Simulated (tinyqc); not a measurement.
RKS/BLYP in the sto-6g basis, for H2F+, spin multiplicity 1, step by step (part 1 of 2). Computed by tinyqc, a small Python program that keeps every step (integrals from PySCF). Settings: charge = 1, multiplicity = 1, basis = sto-6g, energy threshold = 1e-10, iteration cap = 56, orthogonalisation = canonical, start = core, DIIS depth = 4, method = RKS, functional = blyp, grid = [20, 50]. Command: `OMP_NUM_THREADS=1 python tinyqc.py 25119 25120 out.jsonl` (the two numbers bound the seeds that draw the settings). One thread of a shared host (Intel(R) Xeon(R) Processor @ 2.60GHz), about 0.9 s of CPU time with the checks. Later iterations appear only in the table of the cycle.

## One-electron integrals

Geometry (angstrom):
```
atom         x          y         z
F     0.000000   0.000000  0.000000
H     0.000000   1.058000  0.718000
H     0.000000  -1.021000  0.694000
```

Basis sto-6g: exponents (1/bohr^2) and contraction coefficients of normalised primitives:
```
element  l (shell)     exponent  coefficient
F            s (1)  1728.626574     0.009164
F            s (1)   316.941790     0.049361
F            s (1)    88.668891     0.168538
F            s (1)    30.460157     0.370563
F            s (1)    11.828570     0.416492
F            s (1)     4.871659     0.130334
F            s (2)    67.032281    -0.013253
F            s (2)    13.267438    -0.046992
F            s (2)     4.123510    -0.033785
F            s (2)     1.586463     0.250242
F            s (2)     0.689002     0.595117
F            s (2)     0.315820     0.240706
F            p (3)    67.032281     0.003760
F            p (3)    13.267438     0.037679
F            p (3)     4.123510     0.173897
F            p (3)     1.586463     0.418036
F            p (3)     0.689002     0.425860
F            p (3)     0.315820     0.101708
H            s (1)    35.523221     0.009164
H            s (1)     6.513144     0.049361
H            s (1)     1.822143     0.168538
H            s (1)     0.625955     0.370563
H            s (1)     0.243077     0.416492
H            s (1)     0.100112     0.130334
```

Overlap, kinetic and nuclear-attraction integrals over the contracted functions; the nuclear repulsion is the sum of Za Zb / Rab.

nuclear repulsion = 7.83709332 hartree

overlap S, order 1F 1s, 1F 2s, 1F 2px, 1F 2py, 1F 2pz, 2H 1s, 3H 1s:
```
[[1.000000, 0.232479, 0.000000, 0.000000, 0.000000, 0.021921, 0.024285],
 [0.232479, 1.000000, 0.000000, 0.000000, 0.000000, 0.250269, 0.270343],
 [0.000000, 0.000000, 1.000000, 0.000000, 0.000000, 0.000000, 0.000000],
 [0.000000, 0.000000, 0.000000, 1.000000, 0.000000, 0.181100, -0.193336],
 [0.000000, 0.000000, 0.000000, 0.000000, 1.000000, 0.122902, 0.131416],
 [0.021921, 0.250269, 0.000000, 0.181100, 0.122902, 1.000000, 0.105548],
 [0.024285, 0.270343, 0.000000, -0.193336, 0.131416, 0.105548, 1.000000]]
```

kinetic energy T (hartree), order 1F 1s, 1F 2s, 1F 2px, 1F 2py, 1F 2pz, 2H 1s, 3H 1s:
```
[[37.397730, -1.143349, 0.000000, 0.000000, 0.000000, -0.005462, -0.005562],
 [-1.143349, 1.082297, 0.000000, 0.000000, 0.000000, 0.009332, 0.017130],
 [0.000000, 0.000000, 3.251325, 0.000000, 0.000000, 0.000000, 0.000000],
 [0.000000, 0.000000, 0.000000, 3.251325, 0.000000, 0.059150, -0.071789],
 [0.000000, 0.000000, 0.000000, 0.000000, 3.251325, 0.040141, 0.048797],
 [-0.005462, 0.009332, 0.000000, 0.059150, 0.040141, 0.768522, -0.012049],
 [-0.005562, 0.017130, 0.000000, -0.071789, 0.048797, -0.012049, 0.768522]]
```

nuclear attraction V (hartree), order 1F 1s, 1F 2s, 1F 2px, 1F 2py, 1F 2pz, 2H 1s, 3H 1s:
```
[[-78.664960, -8.061576, 0.000000, 0.000489, -0.009539, -0.867797, -0.961907],
 [-8.061576, -12.317373, 0.000000, 0.005637, -0.112344, -2.177482, -2.377506],
 [0.000000, 0.000000, -12.282941, 0.000000, 0.000000, 0.000000, 0.000000],
 [0.000489, 0.005637, 0.000000, -12.352590, 0.002392, -1.348689, 1.461241],
 [-0.009539, -0.112344, 0.000000, 0.002392, -12.315072, -0.936810, -1.015447],
 [-0.867797, -2.177482, 0.000000, -1.348689, -0.936810, -5.181564, -0.630792],
 [-0.961907, -2.377506, 0.000000, 1.461241, -1.015447, -0.630792, -5.305656]]
```

core Hamiltonian H = T + V (hartree), order 1F 1s, 1F 2s, 1F 2px, 1F 2py, 1F 2pz, 2H 1s, 3H 1s:
```
[[-41.267231, -9.204925, 0.000000, 0.000489, -0.009539, -0.873259, -0.967470],
 [-9.204925, -11.235077, 0.000000, 0.005637, -0.112344, -2.168150, -2.360376],
 [0.000000, 0.000000, -9.031616, 0.000000, 0.000000, 0.000000, 0.000000],
 [0.000489, 0.005637, 0.000000, -9.101265, 0.002392, -1.289539, 1.389452],
 [-0.009539, -0.112344, 0.000000, 0.002392, -9.063747, -0.896669, -0.966650],
 [-0.873259, -2.168150, 0.000000, -1.289539, -0.896669, -4.413042, -0.642842],
 [-0.967470, -2.360376, 0.000000, 1.389452, -0.966650, -0.642842, -4.537134]]
```

## Two-electron integrals

Functions are numbered as in S; the eight-fold symmetry (ij|kl) = (ji|kl) = (kl|ij) leaves the list below.

Two-electron integrals (ij|kl) in chemists' order, unique and non-zero (hartree):
```
(11|11) 5.406240    (21|11) 0.768129    (21|21) 0.138909    (22|11) 1.266271
(22|21) 0.283987    (22|22) 0.926367    (31|31) 0.029452    (32|31) 0.044681
(32|32) 0.204753    (33|11) 1.266273    (33|21) 0.283987    (33|22) 0.926366
(33|33) 0.998085    (41|41) 0.029452    (42|41) 0.044681    (42|42) 0.204753
(43|43) 0.053789    (44|11) 1.266273    (44|21) 0.283987    (44|22) 0.926366
(44|33) 0.890506    (44|44) 0.998085    (51|51) 0.029452    (52|51) 0.044681
(52|52) 0.204753    (53|53) 0.053789    (54|54) 0.053789    (55|11) 1.266273
(55|21) 0.283987    (55|22) 0.926366    (55|33) 0.890506    (55|44) 0.890506
(55|55) 0.998085    (61|11) 0.076977    (61|21) 0.013357    (61|22) 0.026753
(61|33) 0.026708    (61|41) 0.000481    (61|42) 0.000946    (61|44) 0.026799
(61|51) 0.000326    (61|52) 0.000642    (61|54) 0.000062    (61|55) 0.026750
(61|61) 0.001305    (62|11) 0.212823    (62|21) 0.048533    (62|22) 0.178883
(62|33) 0.176303    (62|41) 0.002921    (62|42) 0.022829    (62|44) 0.181602
(62|51) 0.001982    (62|52) 0.015493    (62|54) 0.003596    (62|55) 0.178744
(62|61) 0.004677    (62|62) 0.044588    (63|31) 0.005148    (63|32) 0.030290
(63|43) 0.004680    (63|53) 0.003176    (63|63) 0.006230    (64|11) 0.126944
(64|21) 0.029333    (64|22) 0.115477    (64|33) 0.110816    (64|41) 0.006631
(64|42) 0.043731    (64|44) 0.123342    (64|51) 0.001006    (64|52) 0.009122
(64|54) 0.005325    (64|55) 0.112274    (64|61) 0.002936    (64|62) 0.035321
(64|64) 0.033893    (65|11) 0.086149    (65|21) 0.019906    (65|22) 0.078367
(65|33) 0.075204    (65|41) 0.001006    (65|42) 0.009122    (65|44) 0.077353
(65|51) 0.005831    (65|52) 0.036480    (65|54) 0.006138    (65|55) 0.082545
(65|61) 0.001993    (65|62) 0.023970    (65|64) 0.018773    (65|65) 0.018970
(66|11) 0.409601    (66|21) 0.095129    (66|22) 0.404153    (66|33) 0.392351
(66|41) 0.006309    (66|42) 0.070274    (66|44) 0.416591    (66|51) 0.004282
(66|52) 0.047690    (66|54) 0.016450    (66|55) 0.403515    (66|61) 0.009205
(66|62) 0.137511    (66|64) 0.125896    (66|65) 0.085438    (66|66) 0.774999
(71|11) 0.085315    (71|21) 0.014801    (71|22) 0.029640    (71|33) 0.029591
(71|41) -0.000533   (71|42) -0.001047   (71|44) 0.029692    (71|51) 0.000362
(71|52) 0.000712    (71|54) -0.000069   (71|55) 0.029638    (71|61) 0.001428
(71|62) 0.005026    (71|64) 0.002916    (71|65) 0.002145    (71|66) 0.009843
(71|71) 0.001603    (72|11) 0.232311    (72|21) 0.052961    (72|22) 0.194787
(72|33) 0.191981    (72|41) -0.003187   (72|42) -0.024758   (72|44) 0.197739
(72|51) 0.002166    (72|52) 0.016829    (72|54) -0.003914   (72|55) 0.194641
(72|61) 0.004951    (72|62) 0.038389    (72|64) 0.021293    (72|65) 0.020025
(72|66) 0.093809    (72|71) 0.005654    (72|72) 0.052476    (73|31) 0.005662
(73|32) 0.033164    (73|43) -0.005090   (73|53) 0.003460    (73|63) 0.005174
(73|73) 0.007392    (74|11) -0.137208   (74|21) -0.031700   (74|22) -0.124552
(74|33) -0.119478   (74|41) 0.007275    (74|42) 0.047691    (74|44) -0.133106
(74|51) -0.001096   (74|52) -0.009875   (74|54) 0.005803    (74|55) -0.121071
(74|61) -0.002842   (74|62) -0.021012   (74|64) -0.006896   (74|65) -0.010785
(74|66) -0.048850   (74|71) -0.003518   (74|72) -0.041179   (74|74) 0.039361
(75|11) 0.093264    (75|21) 0.021547    (75|22) 0.084661    (75|33) 0.081212
(75|41) -0.001096   (75|42) -0.009875   (75|44) 0.083555    (75|51) 0.006407
(75|52) 0.039876    (75|54) -0.006683   (75|55) 0.089215    (75|61) 0.002097
(75|62) 0.019913    (75|64) 0.010846    (75|65) 0.015392    (75|66) 0.053058
(75|71) 0.002391    (75|72) 0.027990    (75|74) -0.021730   (75|75) 0.022163
(76|11) 0.057561    (76|21) 0.013286    (76|22) 0.053818    (76|33) 0.052833
(76|41) 0.000009    (76|42) 0.000100    (76|44) 0.053760    (76|51) 0.000839
(76|52) 0.008094    (76|54) 0.000019    (76|55) 0.054860    (76|61) 0.001267
(76|62) 0.013718    (76|64) 0.009637    (76|65) 0.008454    (76|66) 0.048052
(76|71) 0.001403    (76|72) 0.014769    (76|74) -0.010202   (76|75) 0.009036
(76|76) 0.005567    (77|11) 0.423359    (77|21) 0.098306    (77|22) 0.416761
(77|33) 0.404204    (77|41) -0.006685   (77|42) -0.073824   (77|44) 0.429970
(77|51) 0.004544    (77|52) 0.050180    (77|54) -0.017514   (77|55) 0.416108
(77|61) 0.009179    (77|62) 0.088747    (77|64) 0.046611    (77|65) 0.050616
(77|66) 0.253849    (77|71) 0.010545    (77|72) 0.151867    (77|74) -0.137838
(77|75) 0.093692    (77|76) 0.048052    (77|77) 0.774999
```

## Orthogonalisation

S = U s U^T; canonical form X = U s^(-1/2), so that X^T S X = 1. Each column of U has its largest component positive (the first on a tie).

eigenvalues of S: [0.586838, 0.678620, 0.907940, 1.000000, 1.088487, 1.216813, 1.521302]

X, order 1F 1s, 1F 2s, 1F 2px, 1F 2py, 1F 2pz, 2H 1s, 3H 1s:
```
[[-0.454922, -0.072958, 0.654614, 0.000000, -0.593548, 0.020482, 0.258791],
 [0.912235, 0.105702, -0.208476, 0.000000, -0.269474, 0.020260, 0.503106],
 [0.000000, 0.000000, 0.000000, 1.000000, 0.000000, 0.000000, 0.000000],
 [-0.099739, 0.764227, 0.008257, 0.000000, 0.004731, 0.700499, -0.020571],
 [0.320289, 0.028500, 0.705838, 0.000000, 0.630247, 0.001589, 0.189348],
 [-0.424068, -0.715872, -0.266244, 0.000000, 0.227859, 0.421054, 0.371620],
 [-0.610373, 0.599796, -0.245462, 0.000000, 0.211273, -0.391153, 0.403567]]
```

## Starting guess

The start is the orbitals of the core Hamiltonian; D = 2 C_occ C_occ^T.

D at the start, order 1F 1s, 1F 2s, 1F 2px, 1F 2py, 1F 2pz, 2H 1s, 3H 1s:
```
[[2.119368, -0.521771, 0.000000, 0.001723, -0.015200, 0.041609, 0.045606],
 [-0.521771, 2.277008, 0.000000, -0.010379, 0.085732, -0.173348, -0.190487],
 [0.000000, 0.000000, 2.000000, 0.000000, 0.000000, 0.000000, 0.000000],
 [0.001723, -0.010379, 0.000000, 2.108322, -0.005014, -0.175446, 0.188531],
 [-0.015200, 0.085732, 0.000000, -0.005014, 2.044131, -0.104957, -0.114298],
 [0.041609, -0.173348, 0.000000, -0.175446, -0.104957, 0.032716, 0.003984],
 [0.045606, -0.190487, 0.000000, 0.188531, -0.114298, 0.003984, 0.038222]]
```

## Iteration 1: exchange-correlation on the grid

Becke grid with 20 radial and 50 angular points per atom, points of zero weight dropped. rho = sum D_ij phi_i phi_j; V_xc,ij = sum w v_xc phi_i phi_j plus the gradient terms; v_xc is d(rho eps)/d rho at fixed gradient.

The 8 grid points with the largest w rho, of 2992 (bohr, atomic units):
```
x                  y          z         w       rho  |grad rho|^2     eps_xc       v_xc
-0.738980   0.000000   0.738980  0.094090  0.501062      2.596632  -0.677700  -0.792591
0.738980    0.000000   0.738980  0.094090  0.501062      2.596632  -0.677700  -0.792591
0.000000   -0.738980  -0.738980  0.094566  0.497433      2.504322  -0.675467  -0.791100
0.000000    0.738980  -0.738980  0.094594  0.497225      2.498821  -0.675335  -0.791016
0.738980    0.000000  -0.738980  0.094697  0.490779      2.419046  -0.672591  -0.787718
-0.738980   0.000000  -0.738980  0.094697  0.490779      2.419046  -0.672591  -0.787718
0.738980    0.738980   0.000000  0.093159  0.496629      2.544785  -0.675899  -0.790302
-0.738980   0.738980   0.000000  0.093159  0.496629      2.544785  -0.675899  -0.790302
```

electrons on the grid, sum of w rho = 10.000957

E_xc = sum of w rho eps_xc = -11.52095983 hartree

V_xc (hartree), order 1F 1s, 1F 2s, 1F 2px, 1F 2py, 1F 2pz, 2H 1s, 3H 1s:
```
[[-3.547221, -0.444860, 0.000000, 0.000060, -0.000488, -0.046103, -0.051098],
 [-0.444860, -0.942287, 0.000000, 0.000175, -0.001633, -0.157280, -0.172126],
 [0.000000, 0.000000, -0.941880, 0.000000, 0.000000, 0.000000, 0.000000],
 [0.000060, 0.000175, 0.000000, -0.942791, 0.000042, -0.094071, 0.102282],
 [-0.000488, -0.001633, 0.000000, 0.000042, -0.942243, -0.063853, -0.069460],
 [-0.046103, -0.157280, 0.000000, -0.094071, -0.063853, -0.261586, -0.037210],
 [-0.051098, -0.172126, 0.000000, 0.102282, -0.069460, -0.037210, -0.275925]]
```

## Iteration 1: building the Kohn-Sham matrix

J_ij = sum D_kl (ij|kl); F = H + J + V_xc; E = tr D H + tr D J / 2 + E_xc + E_nn.

Coulomb J (hartree), order 1F 1s, 1F 2s, 1F 2px, 1F 2py, 1F 2pz, 2H 1s, 3H 1s:
```
[[21.076489, 3.817934, 0.000000, -0.000227, 0.002179, 0.369196, 0.409115],
 [3.817934, 9.971109, 0.000000, -0.000137, 0.001930, 1.859543, 2.025727],
 [0.000000, 0.000000, 9.971723, 0.000000, 0.000000, 0.000000, 0.000000],
 [-0.000227, -0.000137, 0.000000, 9.970627, 0.000132, 1.178364, -1.271112],
 [0.002179, 0.001930, 0.000000, 0.000132, 9.970972, 0.799373, 0.863730],
 [0.369196, 1.859543, 0.000000, 1.178364, 0.799373, 4.044409, 0.545417],
 [0.409115, 2.025727, 0.000000, -1.271112, 0.863730, 0.545417, 4.170326]]
```

Kohn-Sham matrix F (hartree), order 1F 1s, 1F 2s, 1F 2px, 1F 2py, 1F 2pz, 2H 1s, 3H 1s:
```
[[-23.737962, -5.831851, 0.000000, 0.000322, -0.007848, -0.550165, -0.609453],
 [-5.831851, -2.206255, 0.000000, 0.005675, -0.112047, -0.465887, -0.506776],
 [0.000000, 0.000000, -0.001772, 0.000000, 0.000000, 0.000000, 0.000000],
 [0.000322, 0.005675, 0.000000, -0.073429, 0.002566, -0.205246, 0.220621],
 [-0.007848, -0.112047, 0.000000, 0.002566, -0.035017, -0.161149, -0.172380],
 [-0.550165, -0.465887, 0.000000, -0.205246, -0.161149, -0.630219, -0.134634],
 [-0.609453, -0.506776, 0.000000, 0.220621, -0.172380, -0.134634, -0.642733]]
```

total energy of this density = -99.15371128 hartree

## Iteration 1: diagonalisation and new density

Diagonalise F' = X^T F X, C = X C', fill 5 alpha and 5 beta electrons from the bottom; D = 2 C_occ C_occ^T. Each column has its largest component positive (the first on a tie).

F' = X^T F X (hartree):
```
[[-1.904679, -0.341336, 3.709885, 0.000000, -3.797032, 0.110291, 2.274356],
 [-0.341336, -0.112566, 0.685066, 0.000000, -0.719736, 0.321484, 0.423852],
 [3.709885, 0.685066, -8.364652, 0.000000, 9.151103, -0.340290, -5.375324],
 [0.000000, 0.000000, 0.000000, -0.001772, 0.000000, 0.000000, 0.000000],
 [-3.797032, -0.719736, 9.151103, 0.000000, -10.108603, 0.378397, 6.028786],
 [0.110291, 0.321484, -0.340290, 0.000000, 0.378397, -0.458904, -0.238438],
 [2.274356, 0.423852, -5.375324, 0.000000, 6.028786, -0.238438, -4.585151]]
```

orbital energies (hartree): [-23.742744, -0.929174, -0.602852, -0.412379, -0.001772, 0.043474, 0.109119]

coefficients C, order 1F 1s, 1F 2s, 1F 2px, 1F 2py, 1F 2pz, 2H 1s, 3H 1s:
```
[[0.996353, -0.198979, -0.002570, -0.167524, 0.000000, -0.009455, 0.003917],
 [0.015718, 0.747419, 0.012871, 0.803410, 0.000000, 0.087678, -0.027329],
 [0.000000, 0.000000, 0.000000, 0.000000, 1.000000, 0.000000, 0.000000],
 [-0.000085, -0.008076, 0.253457, 0.016302, 0.000000, 0.089217, 1.006316],
 [0.000983, 0.125023, 0.001193, -0.136624, 0.000000, 0.996172, -0.089512],
 [-0.002288, 0.288427, 0.693939, -0.600481, 0.000000, -0.281291, -0.355036],
 [-0.002512, 0.319119, -0.649525, -0.625161, 0.000000, -0.229534, 0.431077]]
```

D after iteration 1, order 1F 1s, 1F 2s, 1F 2px, 1F 2py, 1F 2pz, 2H 1s, 3H 1s:
```
[[2.120766, -0.535366, 0.000000, -0.003721, -0.002027, 0.078282, 0.080795],
 [-0.535366, 2.409031, 0.000000, 0.020643, -0.032579, -0.515922, -0.544290],
 [0.000000, 0.000000, 2.000000, 0.000000, 0.000000, 0.000000, 0.000000],
 [-0.003721, 0.020643, 0.000000, 0.129142, -0.005869, 0.327531, -0.354789],
 [-0.002027, -0.032579, 0.000000, -0.005869, 0.068599, 0.237851, 0.249064],
 [0.078282, -0.515922, 0.000000, 0.327531, 0.237851, 1.850649, 0.033430],
 [0.080795, -0.544290, 0.000000, -0.354789, 0.249064, 0.033430, 1.829105]]
```

## Iteration 2: exchange-correlation on the grid

As before.

The 8 grid points with the largest w rho, of 2992 (bohr, atomic units):
```
x                  y          z         w       rho  |grad rho|^2     eps_xc       v_xc
-0.945307   0.315102  -0.315102  0.084592  0.435746      1.992267  -0.651985  -0.756455
0.945307    0.315102  -0.315102  0.084592  0.435746      1.992267  -0.651985  -0.756455
-0.945307   0.315102   0.315102  0.084240  0.436954      1.968963  -0.651812  -0.757460
0.945307    0.315102   0.315102  0.084240  0.436954      1.968963  -0.651812  -0.757460
-0.945307  -0.315102   0.315102  0.084118  0.435910      1.953237  -0.651245  -0.756919
0.945307   -0.315102   0.315102  0.084118  0.435910      1.953237  -0.651245  -0.756919
-0.945307  -0.315102  -0.315102  0.084582  0.433164      1.971674  -0.650953  -0.754942
0.945307   -0.315102  -0.315102  0.084582  0.433164      1.971674  -0.650953  -0.754942
```

electrons on the grid, sum of w rho = 10.001030

E_xc = sum of w rho eps_xc = -9.87576849 hartree

V_xc (hartree), order 1F 1s, 1F 2s, 1F 2px, 1F 2py, 1F 2pz, 2H 1s, 3H 1s:
```
[[-3.510751, -0.412981, 0.000000, -0.000276, 0.000000, -0.043249, -0.047920],
 [-0.412981, -0.787017, 0.000000, -0.001038, -0.010684, -0.148507, -0.162375],
 [0.000000, 0.000000, -0.874119, 0.000000, 0.000000, 0.000000, 0.000000],
 [-0.000276, -0.001038, 0.000000, -0.751736, 0.001521, -0.098151, 0.106618],
 [0.000000, -0.010684, 0.000000, 0.001521, -0.735341, -0.068288, -0.074484],
 [-0.043249, -0.148507, 0.000000, -0.098151, -0.068288, -0.522716, -0.045356],
 [-0.047920, -0.162375, 0.000000, 0.106618, -0.074484, -0.045356, -0.523686]]
```

## Iteration 2: building the Kohn-Sham matrix

As before.

Coulomb J (hartree), order 1F 1s, 1F 2s, 1F 2px, 1F 2py, 1F 2pz, 2H 1s, 3H 1s:
```
[[17.833881, 3.103965, 0.000000, 0.000633, 0.016369, 0.302163, 0.334808],
 [3.103965, 8.018625, 0.000000, 0.000748, 0.183170, 1.609343, 1.749976],
 [0.000000, 0.000000, 8.105925, 0.000000, 0.000000, 0.000000, 0.000000],
 [0.000633, 0.000748, 0.000000, 8.005070, -0.002711, 1.063980, -1.145163],
 [0.016369, 0.183170, 0.000000, -0.002711, 7.944882, 0.756164, 0.815812],
 [0.302163, 1.609343, 0.000000, 1.063980, 0.756164, 4.451154, 0.522801],
 [0.334808, 1.749976, 0.000000, -1.145163, 0.815812, 0.522801, 4.518864]]
```

Kohn-Sham matrix F (hartree), order 1F 1s, 1F 2s, 1F 2px, 1F 2py, 1F 2pz, 2H 1s, 3H 1s:
```
[[-26.944101, -6.513940, 0.000000, 0.000846, 0.006830, -0.614345, -0.680581],
 [-6.513940, -4.003468, 0.000000, 0.005347, 0.060142, -0.707314, -0.772775],
 [0.000000, 0.000000, -1.799810, 0.000000, 0.000000, 0.000000, 0.000000],
 [0.000846, 0.005347, 0.000000, -1.847931, 0.001202, -0.323711, 0.350906],
 [0.006830, 0.060142, 0.000000, 0.001202, -1.854205, -0.208793, -0.225322],
 [-0.614345, -0.707314, 0.000000, -0.323711, -0.208793, -0.484604, -0.165396],
 [-0.680581, -0.772775, 0.000000, 0.350906, -0.225322, -0.165396, -0.541957]]
```

total energy of this density = -97.88162196 hartree
